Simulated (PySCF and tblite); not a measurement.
Results of a calculation; reference values are marked as such.
C4H6O, numbered as in [O:1]=[CH:2][CH:3]1[CH2:4][CH2:5]1.

Level: B3LYP-D3(BJ)/def2-TZVP (IEF-PCM, chloroform)//PBE0-D3(BJ)/def2-SVP, thermal terms from GFN2-xTB, symmetry numbers and mirror pairs counted. Conformers within 3 kcal/mol (GFN2-xTB free energy) were kept, 8 at most. Couplings: B3LYP/pcJ-1 (gas phase; spin-dipole term only for pairs with B, N, F, Si or P). Couplings are for ¹³C, ¹H, ¹⁷O. Of two unlike H on one atom, a is the less shielded (WP04/pcSseg-1 (IEF-PCM, chloroform)). (PySCF 2.14, tblite 0.8.)

Torsions listed: O1–C2–C3–C4.

```
conformer  shape  weight %
        1   147°      75.6
        2   -33°      24.4
```

(1) Give the couplings in each conformer and the averages at 298.15 K (pairs that fast motion interchanges averaged).

Answers

(1) 
```json
{"coupling": "¹J(O1,C2)", "pairs": "1", "1": "32.3", "2": "33.2", "average (Hz)": "32.5"}
{"coupling": "²J(O1,C3)", "pairs": "1", "1": "-1.1", "2": "1.0", "average (Hz)": "-0.6"}
{"coupling": "³J(O1,C4)", "pairs": "2", "1": "-0.3", "2": "-1.4", "average (Hz)": "-0.6"}
{"coupling": "²J(O1,H2)", "pairs": "1", "1": "-4.2", "2": "-5.0", "average (Hz)": "-4.4"}
{"coupling": "³J(O1,H3)", "pairs": "1", "1": "-0.7", "2": "-1.3", "average (Hz)": "-0.9"}
{"coupling": "¹J(C2,C3)", "pairs": "1", "1": "57.6", "2": "54.1", "average (Hz)": "56.7"}
{"coupling": "¹J(C2,H2)", "pairs": "1", "1": "171.3", "2": "177.1", "average (Hz)": "172.7"}
{"coupling": "²J(C2,H3)", "pairs": "1", "1": "-0.8", "2": "4.3", "average (Hz)": "0.4"}
{"coupling": "³J(C2,H4b)", "pairs": "2", "1": "7.2", "2": "5.3", "average (Hz)": "6.7"}
{"coupling": "³J(C2,H4a)", "pairs": "2", "1": "3.9", "2": "2.8", "average (Hz)": "3.6"}
{"coupling": "¹J(C3,C4)", "pairs": "2", "1": "12.2", "2": "11.7", "average (Hz)": "12.1"}
{"coupling": "²J(H2,C3)", "pairs": "1", "1": "29.9", "2": "34.7", "average (Hz)": "31.1"}
{"coupling": "¹J(C3,H3)", "pairs": "1", "1": "175.9", "2": "172.9", "average (Hz)": "175.2"}
{"coupling": "²J(C3,H4b)", "pairs": "2", "1": "-1.8", "2": "-2.2", "average (Hz)": "-1.9"}
{"coupling": "²J(C3,H4a)", "pairs": "2", "1": "-1.7", "2": "-1.4", "average (Hz)": "-1.6"}
{"coupling": "¹J(C4,C5)", "pairs": "1", "1": "18.4", "2": "18.2", "average (Hz)": "18.3"}
{"coupling": "³J(H2,C4)", "pairs": "2", "1": "1.1", "2": "0.8", "average (Hz)": "1.1"}
{"coupling": "²J(H3,C4)", "pairs": "2", "1": "-0.5", "2": "-0.8", "average (Hz)": "-0.6"}
{"coupling": "¹J(C4,H4b)", "pairs": "2", "1": "170.1", "2": "176.2", "average (Hz)": "171.6"}
{"coupling": "¹J(C4,H4a)", "pairs": "2", "1": "175.2", "2": "171.7", "average (Hz)": "174.4"}
{"coupling": "²J(C4,H5a)", "pairs": "2", "1": "-1.5", "2": "-2.0", "average (Hz)": "-1.6"}
{"coupling": "²J(C4,H5b)", "pairs": "2", "1": "-1.8", "2": "-1.7", "average (Hz)": "-1.7"}
{"coupling": "³J(H2,H3)", "pairs": "1", "1": "7.3", "2": "1.5", "average (Hz)": "5.9"}
{"coupling": "³J(H3,H4b)", "pairs": "2", "1": "5.2", "2": "4.9", "average (Hz)": "5.1"}
{"coupling": "³J(H3,H4a)", "pairs": "2", "1": "9.3", "2": "8.8", "average (Hz)": "9.2"}
{"coupling": "²J(H4b,H4a)", "pairs": "2", "1": "-5.7", "2": "-3.6", "average (Hz)": "-5.2"}
{"coupling": "³J(H4b,H5a)", "pairs": "2", "1": "7.6", "2": "8.2", "average (Hz)": "7.8"}
{"coupling": "³J(H4b,H5b)", "pairs": "1", "1": "11.1", "2": "11.1", "average (Hz)": "11.1"}
{"coupling": "³J(H4a,H5a)", "pairs": "1", "1": "9.7", "2": "10.2", "average (Hz)": "9.8"}
```

Only couplings over up to 3 bonds are listed; longer-range ones, if any, are left out.
